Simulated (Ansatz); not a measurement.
How basis sets differ on SiH3Cl (chlorosilane)

SiH3Cl, singlet, SMILES `[SiH3]Cl`. Each level relaxes the structure for itself.

Quantity: the highest harmonic wavenumber at each level's own minimum, in cm⁻¹. The values are calculated.

| level | kind | program | value (cm⁻¹) |
| --- | --- | --- | --- |
| HF/STO-3G | Hartree–Fock | Ansatz | 2929 |
| HF/3-21G | Hartree–Fock | Ansatz | 2357 |
| HF/6-31G* (Cartesian functions) | Hartree–Fock | Ansatz | 2432 |
| HF/cc-pVTZ | Hartree–Fock | Ansatz | 2356 |

Harmonic and unscaled. The values span 2356 to 2929 cm⁻¹.
